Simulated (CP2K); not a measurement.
# One shape, several levels: doublet NaLi+

Aim: a comparison of 3 runs (UHF/STO-3G, PM3, PM6) of doublet NaLi+. 

The results are computed with CP2K 2026.2.

10 further runs of the same task are left out: 9 that didn't finish, 1 set aside as unsound or not needed.

**1. The structure to begin with**

NaLi+ has 2 atoms, charge +1, and is taken as a doublet. SMILES of the parent species: `[Li][Na]`. The bond length is the one measured for the parent species. That shape belongs to the parent species and isn't relaxed for this state.

Bond lengths: Li1–Na2 2.810 Å.

**2. A single-point energy at UHF/STO-3G (run 1)**

The input, qs.inp:

```
&FORCE_EVAL
    METHOD Quickstep
    &DFT
        BASIS_SET_FILE_NAME ./sto_3g.basis
        POTENTIAL_FILE_NAME POTENTIAL
        CHARGE 1
        MULTIPLICITY 2
        SPIN_POLARIZED T
        &QS
            METHOD GAPW
            EPS_DEFAULT 1.0E-10
        &END QS
        &MGRID
            CUTOFF 280
            REL_CUTOFF 50
            NGRIDS 4
        &END MGRID
        &POISSON
            PERIODIC NONE
            POISSON_SOLVER MULTIPOLE
        &END POISSON
        &SCF
            SCF_GUESS ATOMIC
            EPS_SCF 1.0E-06
            MAX_SCF 50
            &OT ON
                MINIMIZER CG
                PRECONDITIONER FULL_ALL
            &END OT
            &OUTER_SCF
                EPS_SCF 1.0E-06
                MAX_SCF 10
            &END OUTER_SCF
        &END SCF
        &XC
            &XC_FUNCTIONAL NONE
            &END XC_FUNCTIONAL
            &HF
                FRACTION 1
                &SCREENING
                    EPS_SCHWARZ 1.0E-10
                    SCREEN_ON_INITIAL_P F
                &END SCREENING
                &INTERACTION_POTENTIAL
                    POTENTIAL_TYPE COULOMB
                &END INTERACTION_POTENTIAL
                &MEMORY
                    MAX_MEMORY 1050
                &END MEMORY
            &END HF
        &END XC
        &PRINT
            &MOMENTS
                PERIODIC F
                REFERENCE COM
                MAX_MOMENT 1
            &END MOMENTS
            &MO_CUBES
                NLUMO 3
                NHOMO -1
                WRITE_CUBE F
            &END MO_CUBES
            &LOWDIN ON
            &END LOWDIN
            &HIRSHFELD OFF
            &END HIRSHFELD
            &MO_MOLDEN ON
                NDIGITS 8
                NLUMO 3
            &END MO_MOLDEN
        &END PRINT
    &END DFT
    &SUBSYS
        &CELL
            ABC [angstrom] 9.4 9.4 12.2
            PERIODIC NONE
        &END CELL
        &COORD
            UNIT bohr
            Li     0.0000000     0.0000000     0.0000000
            Na     0.0000000     0.0000000     5.3101304
        &END COORD
        &TOPOLOGY
            &CENTER_COORDINATES
            &END CENTER_COORDINATES
        &END TOPOLOGY
        &KIND Li
            BASIS_SET STO-3G
            POTENTIAL ALL
            LEBEDEV_GRID 194
            RADIAL_GRID 100
        &END KIND
        &KIND Na
            BASIS_SET STO-3G
            POTENTIAL ALL
            LEBEDEV_GRID 194
            RADIAL_GRID 100
        &END KIND
    &END SUBSYS
&END FORCE_EVAL

&GLOBAL
    PROJECT qs
    RUN_TYPE ENERGY
    PRINT_LEVEL MEDIUM
&END GLOBAL
```

Started as:

```sh
$ OMP_NUM_THREADS=1 cp2k.psmp qs.inp > qs.out
```

Output:

```text
CP2K| version string:                                       CP2K version 2026.2
[...]
 GLOBAL| Method name                                                        CP2K
[...]
 GLOBAL| Run type                                                         ENERGY
[...]
 DFT| Spin unrestricted (spin-polarized) Kohn-Sham calculation               UKS
 DFT| Multiplicity                                                             2
[...]
 DFT| Charge                                                                   1
[...]
 QS| Method:                                                                GAPW
[...]
 QS| Density cutoff [a.u.]:                                                140.0
[...]
 QS| Relative density cutoff [a.u.]:                                        25.0
[...]
                             - Atoms:                                          2
[...]
                             - Spherical basis functions:                     14
[...]
 Number of electrons:                                                          7
[...]
     1 OT CG       0.15E+00    0.5     0.18757681      -164.8623812033 -1.65E+02
[...]
    14 OT CG       0.48E+00    0.4     0.00000079      -167.1233081447 -1.52E-10
  *** SCF run converged in    14 steps ***
[...]
  Overlap energy of the core charge distribution:               0.00000000000000
  Self energy of the core charge distribution:               -144.92205433759253
  Core Hamiltonian energy:                                    -25.69594734175391
  Hartree energy:                                              18.05878831027653
  Exchange-correlation energy:                                  0.00000000000000
  Hartree-Fock Exchange energy:                               -15.61206037225820
[...]
                     Mulliken Population Analysis
 #  Atom  Element  Kind  Atomic population (alpha,beta) Net charge  Spin moment
       1     Li       1         1.940978     0.997367     0.061654     0.943611
       2     Na       2         5.059022     5.002633     0.938346     0.056389
 # Total charge and spin        7.000000     6.000000     1.000000     1.000000
[...]
  Dipole moment [Debye]
    X= -0.1250359E-05 Y=  0.5566488E-05 Z= -0.1121198E+01  Total=      1.1211983
[...]
 HOMO - LUMO gap [eV] :   43.927885
 ENERGY| Total FORCE_EVAL ( QS ) energy [hartree]           -167.123308144728639
[...]
```

It took 11 s on 1 thread of Arm Neoverse V1, shared host; peak memory 0.54 GiB.

**3. The energy at PM3 (run 2)**

The input, molecule.xyz:

```xyz
2

Li     0.000000     0.000000     0.000000
Na     0.000000     0.000000     2.810000
```

The input, calc.inp:

```
&FORCE_EVAL
  METHOD QUICKSTEP
  &DFT
    CHARGE 1
    MULTIPLICITY 2
    UKS T
    &QS
      METHOD PM3
      EPS_DEFAULT 1.0E-10
      &SE
        &COULOMB
          CUTOFF [angstrom] 50
          RC_RANGE [angstrom] 0
        &END COULOMB
        &EXCHANGE
          CUTOFF [angstrom] 50
          RC_RANGE [angstrom] 0
        &END EXCHANGE
      &END SE
    &END QS
    ! cluster boundary conditions
    &POISSON
      PERIODIC NONE
      POISSON_SOLVER ANALYTIC
    &END POISSON
    ! self-consistent field
    &SCF
      SCF_GUESS ATOMIC
      EPS_SCF 1.0E-07
      MAX_SCF 80
      &DIAGONALIZATION
        ALGORITHM STANDARD
      &END DIAGONALIZATION
      &MIXING
        METHOD DIRECT_P_MIXING
        ALPHA 0.4
      &END MIXING
    &END SCF
    ! extra output
    &PRINT
      &MOMENTS
        PERIODIC F
        REFERENCE COM
        MAX_MOMENT 1
      &END MOMENTS
      &MO ON
        ENERGIES T
        OCCUPATION_NUMBERS T
        NDIGITS 6
        &EACH
          QS_SCF 0
        &END EACH
        ADD_LAST NUMERIC
      &END MO
      &HIRSHFELD OFF
      &END HIRSHFELD
    &END PRINT
  &END DFT
  ! structure
  &SUBSYS
    ! vacuum box
    &CELL
      ABC 8 8 10.8
      PERIODIC NONE
    &END CELL
    &TOPOLOGY
      COORD_FILE_NAME molecule.xyz
      COORD_FILE_FORMAT XYZ
      &CENTER_COORDINATES
      &END CENTER_COORDINATES
    &END TOPOLOGY
  &END SUBSYS
&END FORCE_EVAL
&GLOBAL
  PROJECT calc
  RUN_TYPE ENERGY
  PRINT_LEVEL MEDIUM
&END GLOBAL
```

Started as:

```sh
$ OMP_NUM_THREADS=1 cp2k.psmp -i calc.inp -o calc.out
```

Output:

```text
CP2K| version string:                                       CP2K version 2026.2
[...]
 GLOBAL| Method name                                                        CP2K
[...]
 GLOBAL| Run type                                                         ENERGY
[...]
                             - Atoms:                                          2
[...]
                             - Spherical basis functions:                      8
[...]
 Number of electrons:                                                          1
[...]
     1 P_Mix/Diag. 0.40E+00    0.0     0.59103244         0.0114574154  1.15E-02
[...]
    20 DIIS/Diag.  0.13E-07    0.0     0.00000008        -0.2077693375  3.89E-15
  *** SCF run converged in    20 steps ***
  Core-core repulsion energy [eV]:                              3.69038646261916
  Core Hamiltonian energy [eV]:                                -5.35020745812070
  Two-electron integral energy [eV]:                           -7.98774040169342
  Electronic energy [eV]:                                      -9.34407765896742
  Total energy [eV]:                                           -5.65369119634826
  Atomic reference energy [eV]:                                12.85492211764346
  Heat of formation [kcal/mol]:                               166.06434326632495
[...]
 SE_DIPOLE| Moment [Debye]          0.00000000      -0.00000000       2.84355954
 SE_DIPOLE| Derivative [a.u.]       0.00000000       0.00000000       0.00000000
 ENERGY| Total FORCE_EVAL ( QS ) energy [hartree]             -0.207769337500491
[...]
```

Wall time 0.26 s (1 thread of Arm Neoverse V1, shared host).

**4. A single-point energy at PM6 (run 3)**

The input, qs.inp:

```
&force_eval
  method Quickstep
  &dft
    charge 1
    multiplicity 2
    unrestricted_kohn_sham T
    &qs
      method PM6
      eps_default 1.0E-10
      &se
        &coulomb
          cutoff [angstrom] 50
          rc_range [angstrom] 0
        &end
        &exchange
          cutoff [angstrom] 50
          rc_range [angstrom] 0
        &end
      &end
    &end
    # cluster boundary conditions
    &poisson
      periodic NONE
      poisson_solver ANALYTIC
    &end
    &scf
      scf_guess ATOMIC
      eps_scf 1.0E-06
      max_scf 50
      &ot
        minimizer CG
        preconditioner FULL_ALL
      &end
      &outer_scf
        eps_scf 1.0E-06
        max_scf 10
      &end
    &end
    &print
      &moments
        periodic F
        reference COM
        max_moment 1
      &end
      &mo_cubes
        nlumo 5
        nhomo -1
        write_cube F
      &end
      &hirshfeld OFF
      &end
    &end
  &end
  &subsys
    # box in angstrom
    &cell
      abc 10 10 12.8
      periodic NONE
    &end
    &coord
      Li     0.000000     0.000000     0.000000
      Na     0.000000     0.000000     2.810000
    &end
    &topology
      &center_coordinates
      &end
    &end
  &end
&end
&global
  project qs
  run_type ENERGY
  print_level MEDIUM
&end
```

Started as:

```sh
$ OMP_NUM_THREADS=1 cp2k.psmp -i qs.inp > qs.out 2>&1
```

Output:

```text
CP2K| version string:                                       CP2K version 2026.2
[...]
 GLOBAL| Method name                                                        CP2K
[...]
 GLOBAL| Run type                                                         ENERGY
[...]
                             - Atoms:                                          2
[...]
                             - Spherical basis functions:                      8
[...]
 Number of electrons:                                                          1
[...]
     1 OT CG       0.15E+00    0.0     0.07319019        -0.1082292894 -1.08E-01
[...]
    15 OT CG       0.14E+01    0.0     0.00000081        -0.1981863840 -2.75E-11
  *** SCF run converged in    15 steps ***
  Core-core repulsion energy [eV]:                              4.03701104061333
  Core Hamiltonian energy [eV]:                                -4.85950064963665
  Two-electron integral energy [eV]:                           -9.14087232142631
  Electronic energy [eV]:                                      -9.42993681034980
  Total energy [eV]:                                           -5.39292576973647
  Atomic reference energy [eV]:                                12.03364211764346
  Heat of formation [kcal/mol]:                               153.13856911212289
[...]
 SE_DIPOLE| Moment [Debye]         -0.00000163      -0.00000312       2.61175117
 SE_DIPOLE| Derivative [a.u.]       0.00000000       0.00000000       0.00000000
 *** WARNING in qs_scf_post_se.F:140 :: Printing of MO cube files not ***
 *** implemented for Semi-Empirical method.                           ***
 ENERGY| Total FORCE_EVAL ( QS ) energy [hartree]             -0.198186383984183
[...]
```

It took 0.42 s on 1 thread of Arm Neoverse V1, shared host.

**5. The series**

| run | level | scheme | SCF convergence threshold | energy (Eh) | HOMO energy (eV) | wall time |
| --- | --- | --- | --- | --- | --- | --- |
| 1 | UHF/STO-3G | GAPW | 1e-06 | -167.123308 | -10.61 | 11 s |
| 2 | PM3 | – | 1e-07 | -0.207769 | -9.34 | 0.26 s |
| 3 | PM6 | – | 1e-06 | -0.198186 | – | 0.42 s |

**6. Results**

```
                quantity           value
     run 3: total energy     -0.19819 Eh
run 3: heat of formation  153.1 kcal/mol
```

**Reading.** In run 1 the basis is minimal, so the values are rough. Force-field and semi-empirical energies have zeros of their own, so their totals don't compare. All runs together took 12 s, the longest 11 s.
